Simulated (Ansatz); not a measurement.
# C3H7FO: how energies converge with the basis set

Aim: see how fast density functionals converge with the basis set for C3H7FO.

Computed with Ansatz 0.2.0, Gaussian basis. Level: one geometry, several basis sets.

Plan: PBE0-D4/def2-SVP; ωB97M-V/def2-SVP; PBE0-D4/def2-QZVPP; ωB97M-V/def2-QZVPP; the functionals' def2-TZVPP values are taken from earlier runs.

## 1. The geometry

An earlier PBE0-D4 in a triple-zeta def2 set relaxation fixed the geometry.

SMILES `CCOCF`, 12 atoms, charge 0, spin multiplicity 1.

Atoms are counted from 1 here; the program's logs count them from 0.

Bond lengths: C1–C2 1.505 Å, C1–H6 1.091 Å, C1–H7 1.092 Å, C1–H8 1.092 Å, C2–O3 1.421 Å, C2–H9 1.095 Å, C2–H10 1.099 Å, O3–C4 1.361 Å, C4–F5 1.385 Å, C4–H11 1.099 Å, C4–H12 1.091 Å. Angles: C2–C1–H6 110.6°, C2–C1–H7 110.8°, C2–C1–H8 110.1°, H6–C1–H7 108.4°, H6–C1–H8 108.4°, H7–C1–H8 108.5°, C1–C2–O3 108.4°, C1–C2–H9 111.0°, C1–C2–H10 111.0°, O3–C2–H9 109.6°, O3–C2–H10 109.0°, H9–C2–H10 107.8°, C2–O3–C4 114.3°, O3–C4–F5 111.4°, O3–C4–H11 112.1°, O3–C4–H12 107.7°, F5–C4–H11 106.1°, F5–C4–H12 107.6° and more.

Coordinates:

```xyz
12
charge 0, multiplicity 1
C    -0.92268    1.26575    0.86715
C     0.09618    0.55658    0.01571
O    -0.16215   -0.83987    0.07737
C     0.62359   -1.59209   -0.74116
F     1.93055   -1.63720   -0.28619
H    -0.85476    0.93187    1.90404
H    -1.93417    1.06815    0.50743
H    -0.74940    2.34356    0.84057
H     1.11212    0.75818    0.37106
H     0.03383    0.88652   -1.03109
H     0.66897   -1.18477   -1.76101
H     0.23491   -2.61190   -0.72989
```

## 2. PBE0-D4 in def2-SVP

The input, in.yaml:

```yaml
crystal:
  periodic: [false, false, false]
  atoms:
    - {symbol: C, position_ang: [-0.922675, 1.265755, 0.867149]}
    - {symbol: C, position_ang: [0.096176, 0.556581, 0.015713]}
    - {symbol: O, position_ang: [-0.162145, -0.839871, 0.077368]}
    - {symbol: C, position_ang: [0.623586, -1.592086, -0.741155]}
    - {symbol: F, position_ang: [1.930554, -1.637198, -0.286187]}
    - {symbol: H, position_ang: [-0.854758, 0.931869, 1.904044]}
    - {symbol: H, position_ang: [-1.934172, 1.068152, 0.507426]}
    - {symbol: H, position_ang: [-0.749404, 2.343558, 0.840566]}
    - {symbol: H, position_ang: [1.112121, 0.758179, 0.371061]}
    - {symbol: H, position_ang: [0.033833, 0.886522, -1.031085]}
    - {symbol: H, position_ang: [0.668974, -1.184767, -1.761010]}
    - {symbol: H, position_ang: [0.234913, -2.611896, -0.729887]}
basis:
  gaussian: {orbitals: def2-SVP}
hamiltonian: {xc: pbe0, dispersion: d4}
output: {orbitals: {seedname: orbitals}}
```

On the command line:

```bash
$ ansatz run in.yaml --threads 4 --pin off --events-out ev --progress --plain --max-ram 10444MiB
```

After this run come: ωB97M-V in def2-SVP; PBE0-D4 in def2-QZVPP; ωB97M-V in def2-QZVPP.

Before running them: what should the planned runs give, taken together? Wanted: PBE0-D4: double and triple zeta above quadruple; ωB97M-V: double and triple zeta above quadruple.

**Answer**, as computed:

| quantity | value |
| --- | --- |
| PBE0-D4: double and triple zeta above quadruple | 9.80, 0.44 eV |
| ωB97M-V: double and triple zeta above quadruple | 10.13, 0.43 eV |

**Reading.** For PBE0-D4 the step from double to triple zeta gains 9.36 eV and the next only 0.44 eV. These are total energies; as a rule much of such shifts cancels in differences, which this series doesn't test. The LUMO of ωB97M-V is positive and keeps falling with the basis (3.70 to 1.99 eV): an unbound level that the basis holds in place.
